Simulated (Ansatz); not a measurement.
## SnH2, triplet: vertical spin and charge gaps

Geometry (PBE0/def2-TZVP stationary point for this spin, not checked as a minimum):

```yaml
atoms:
  - { symbol: Sn, position_ang: [0.0000, -0.0144, 0.0000] }
  - { symbol: H, position_ang: [0.0000, 0.8475, -1.4828] }
  - { symbol: H, position_ang: [0.0000, 0.8475, 1.4828] }
```

Basis def2-TZVP with its core potentials; Ansatz 0.2.0. Only valence electrons are correlated (noble-gas cores and the filled d shells of p-block atoms frozen). Prefix R: restricted or restricted open-shell reference. Active spaces: valence = (6e, 6o) chosen from the atoms' valence shells. No spin–orbit coupling is included; scalar relativity enters through the core potentials alone.

Gaps are energies of the second state less the first, at fixed atoms, for a selection of the levels run; each method lands on the state that its own search finds for that charge and spin.

Removing an electron, to the quartet: 11.454 eV at full CI (triplet B1, quartet ion A2, in C2v).

| level | gap (eV) | error (meV) |
| --- | --- | --- |
| RHF | 10.973 | -481 |
| RMP2 | 11.316 | -138 |
| RCCSD | 11.441 | -13 |
| RCCSD(T) | 11.451 | -3 |
| BCCD(T) | 11.451 | -3 |
| RCCSDT | 11.453 | -1 |
| RCCSDT(Q) | 11.452 | -2 |
| CASSCF (valence space) | 10.843 | -611 |
| NEVPT2 (valence space) | 11.224 | -230 |
| MRCISD (valence space) | 11.412 | -42 |
| MRCISD+Q (valence space) | 11.447 | -7 |
| PBE | 11.395 | -59 |
| r2SCAN | 11.422 | -32 |
| PBE0 | 11.460 | 6 |
| B3LYP | 11.553 | 99 |
| wB97M-V | 11.650 | 196 |
| B2PLYP | 11.425 | -29 |
| RPA-PBE | 11.665 | 211 |

Removing an electron, to the doublet: 7.352 eV at full CI (triplet B1, doublet ion A1, in C2v).

```csv
level,gap (eV),error (meV)
RHF,7.019,-333
RMP2,7.297,-55
RCCSD,7.327,-25
RCCSD(T),7.347,-5
BCCD(T),7.347,-5
RCCSDT,7.351,-1
RCCSDT(Q),7.352,0
CASSCF (valence space),6.841,-511
NEVPT2 (valence space),7.191,-161
MRCISD (valence space),7.304,-48
MRCISD+Q (valence space),7.341,-11
PBE,7.370,18
r2SCAN,7.541,189
PBE0,7.434,82
B3LYP,7.390,38
wB97M-V,7.357,5
B2PLYP,7.299,-53
RPA-PBE,7.514,162
```

Singlet less triplet: -0.645 eV at full CI (triplet B1, singlet A1, in C2v).

```json
{"level": "RHF", "gap (eV)": "-0.185", "error (meV)": "460"}
{"level": "RMP2", "gap (eV)": "-0.530", "error (meV)": "115"}
{"level": "RCCSDT", "gap (eV)": "-0.642", "error (meV)": "3"}
{"level": "RCCSDT(Q)", "gap (eV)": "-0.643", "error (meV)": "2"}
{"level": "CASSCF (valence space)", "gap (eV)": "-0.605", "error (meV)": "40"}
{"level": "MRCISD (valence space)", "gap (eV)": "-0.646", "error (meV)": "-1"}
{"level": "MRCISD+Q (valence space)", "gap (eV)": "-0.645", "error (meV)": "0"}
{"level": "PBE", "gap (eV)": "-0.713", "error (meV)": "-68"}
{"level": "B3LYP", "gap (eV)": "-0.829", "error (meV)": "-184"}
{"level": "wB97M-V", "gap (eV)": "-0.766", "error (meV)": "-121"}
```

Functionals correlate the shells that the reference freezes, so part of their error here is the reference's.

Full CI is exact within this basis and frozen core; it isn't the basis-set limit.
